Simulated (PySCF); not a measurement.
Isomers of C3H5N. Computed with PBE0-D3(BJ)/def2-SVP geometry optimisation, gas phase (PySCF 2.14.0). Energies are electronic, without zero-point or thermal terms, for one conformer each. No frequencies were run at this level. Point groups hold within 0.08 Å.

Question: Order them by energy at this level, lowest first, and give relative energies in kcal/mol.
A. `[NH2:1][CH:2]1[CH:3]=[CH:4]1` with H–N1–C2–C3 -94° and 24°
B. ethyl isocyanide, `[C-]#[N+]CC`

Answer: B (0.0), A (31.4).

As drawn, the higher has a three-membered ring and an N–H bond, which the lower lacks.

| SMILES | E (Eh) | E rel (kcal/mol) | dipole (D) | point group | A, B, C (MHz) |
| --- | --- | --- | --- | --- | --- |
| [C-]#[N+]CC | -171.70000 | 0.0 | 3.95 | Cs | 28124, 5111, 4574 |
| NC1C=C1 | -171.64989 | 31.4 | 1.42 | – | 21412, 6854, 6176 |

How do the relative energies change in single points at KT3/pcSseg-2 (no added dispersion term) on the same geometries?

```tsv
SMILES	PBE0-D3(BJ)/def2-SVP (kcal/mol)	KT3/pcSseg-2 (kcal/mol)	shift
[C-]#[N+]CC	0.0	0.0	0.0
NC1C=C1	31.4	30.1	-1.3
```

Each column counts from its own lowest isomer. The order is unchanged; the largest shift is 1.3 kcal/mol.
